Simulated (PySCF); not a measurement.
# AlClHS: the cost of one run

Computed with PySCF 2.14.0; each step states its level. No surroundings beyond the atoms listed, unless a continuum is named. Atoms count from 0, parts from 1.

### Step 1. The system as given

4 atoms, charge -1, multiplicity 1; geometry: GFN2-xTB. Parts: 1 = atoms 0–1, `[Al][Cl]`, charge 0; 2 = atoms 2–3, `[SH-]`, charge -1.

### Step 2. Relaxing the molecule at PBE0-D3(BJ)/def2-TZVPD

Job settings and geometry (Å):

```
{"job": {"xc": "PBE0", "basis": "def2-TZVPD", "d3": "d3bj", "grid": 3, "kind": "geom", "shake": 0.01}, "charge": -1, "multiplicity": 1, "parts": [{"atoms": "0-1", "charge": 0, "multiplicity": 1}, {"atoms": "2-3", "charge": -1, "multiplicity": 1}]}
Al    -0.851311    -0.558422     0.806793
Cl     0.821774    -0.176039    -0.556174
S     -0.755610    -2.972040     1.061668
H      0.353399    -3.010430     0.273272
```

Launch:

```
$ OMP_NUM_THREADS=1 python cluster_run.py task.json out
```

One launch serves the whole session: the jobs run in the order shown.

Q: Estimate the wall time and peak memory of this first job on 1 thread of Arm Neoverse N1, shared host.

About 46 s, with a peak of 0.57 GiB.
